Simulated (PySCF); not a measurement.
Isomers of C5H6O, one conformer each. Method used: core-valence-separated Tamm–Dancoff BHandHLYP/aug-pcX-1 (pcseg-1 on H) in PySCF, non-relativistic, gas phase, PBE0-D3(BJ)/def2-SVP geometry. No empirical shift is added; at this level the pattern usually sits a few eV under experiment.

P. `C#CC1COC1`
Q. `C=C/C=C/C=O`

Main lines, eV (oscillator strength):
1. C K: 283.5 (0.065), 283.7 (0.047), 283.7 (0.116), 286.3 (0.018), 286.4 (0.016); O K: 533.0 (0.010), 533.5 (0.033), 533.9 (0.004), 535.0 (0.018), 535.2 (0.006)
2. C K: 282.0 (0.058), 282.2 (0.045), 282.2 (0.054), 282.6 (0.051), 283.2 (0.071); O K: 528.1 (0.048)
Listed: the first five lines at most of each edge with a tenth or more of its strongest line's intensity; roots within 0.03 eV on the same or equivalent atoms are summed. Only the lowest roots were sought, and the top ones are left out.

Task: Which spectrum belongs to which isomer?

Result: 1 = P, 2 = Q.
- P: first C line listed at 283.5 eV, hole on the terminal alkyne carbon (1s→π*); first O line listed at 533.0 eV, hole on the cyclic ether oxygen.
- Q: first C line listed at 282.0 eV, hole on the terminal =CH2 carbon (1s→π*); first O line listed at 528.1 eV, hole on the aldehyde oxygen (1s→π*).

Task: What are the ground-state energies of the isomers at BHandHLYP/aug-pcX-1 (pcseg-1 on H), relative to the lowest?

Result: P 191.2, Q 0.0 kJ/mol (electronic energies on these geometries, no dispersion or zero-point terms).
